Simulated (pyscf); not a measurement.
F–SiH₃ + hydrogen (H₂) -> F–SiH₃ + hydrogen (H₂) (four-centre exchange; singlet surface; H–Si, H–H broken, H–Si, H–H formed). Optimised with ωB97X-D3(BJ)/def2-SVP in PySCF. Energies in kcal/mol from the separated reactants.

```csv
level,barrier,reaction energy
ωB97X-D3(BJ)/def2-TZVP,[?],0.0
r²SCAN/def2-TZVP,50.7,0.0
B3LYP-D3(BJ)/def2-TZVP,[?],0.0
PBE0-D3(BJ)/def2-TZVP,50.8,0.0
M06-2X/def2-TZVP,59.2,0.0
HF/def2-TZVP,79.0,0.0
```

Some entries are withheld; supply them.


- ωB97X-D3(BJ)/def2-TZVP, barrier: 57.3
- B3LYP-D3(BJ)/def2-TZVP, barrier: 56.6

The functionals in the table span 8.5 kcal/mol in this barrier, from r²SCAN to M06-2X. At the saddle there is also a short H–Si contact that neither side keeps. This is the saddle that the search found; another between the same sides may lie lower.
